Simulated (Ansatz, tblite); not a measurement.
Band gap of wurtzite GaN: levels of theory against measurement

Reference value: 3.68 eV (measured, zero-point renormalisation of 0.17 eV added back here (the table's ZPR column); inputs from Chen et al. (2018), doi:10.1103/physrevmaterials.2.073803).

```json
[
 {"level (code)": "GFN1-xTB (tblite)", "value (eV)": "0.30", "cell (Å³/atom)": "12.90", "error (eV)": "-3.38"},
 {"level (code)": "LDA (Ansatz)", "value (eV)": "1.91 (direct)", "cell (Å³/atom)": "11.42", "error (eV)": "-1.77"},
 {"level (code)": "PBE (Ansatz)", "value (eV)": "1.90 (direct)", "cell (Å³/atom)": "11.42", "error (eV)": "-1.78"},
 {"level (code)": "rVV10 (Ansatz)", "value (eV)": "1.51", "cell (Å³/atom)": "11.94", "error (eV)": "-2.17"},
 {"level (code)": "r²SCAN (Ansatz)", "value (eV)": "2.32 (direct)", "cell (Å³/atom)": "11.42", "error (eV)": "-1.36"},
 {"level (code)": "r²SCAN0 (Ansatz)", "value (eV)": "4.13 (direct)", "cell (Å³/atom)": "11.42", "error (eV)": "+0.45"},
 {"level (code)": "Hartree–Fock (Ansatz)", "value (eV)": "10.69 (direct)", "cell (Å³/atom)": "11.42", "error (eV)": "+7.01"}
]
```

Leaving aside GFN1-xTB (doubt noted below): Of the ranked levels r²SCAN0 (+0.45 eV) comes nearest. Farthest off among them: Hartree–Fock (+7.01 eV). Every ranked level misses the reference by more than 0.2 eV. Even the nearest is off by 0.45 eV.

Density-functional gaps are differences of (generalised) Kohn–Sham levels of a static lattice; semilocal ones lie below quasiparticle gaps as a rule. Measured gaps hold zero-point and thermal shifts unless a correction is named. Spin–orbit coupling is included only where a level's name says +SOC; with heavier elements it mostly lowers gaps and can invert bands.  GFN1-xTB, rVV10, r²SCAN0, Hartree–Fock: the gap is read on the k mesh or supercell of the run alone and can be too large. GFN1-xTB: the method was fitted mainly to molecules. Values are at the measured cell; GFN1-xTB at the level's own equilibrium cell; rVV10 at the level's own relaxed cell. Cutoffs and k meshes differ between the levels. Ansatz's density-functional and Hartree–Fock values are scalar-relativistic unless marked +SOC, with PAW data made under PBE.

Differences are worked out from the printed values.

Ansatz is an electronic-structure program.
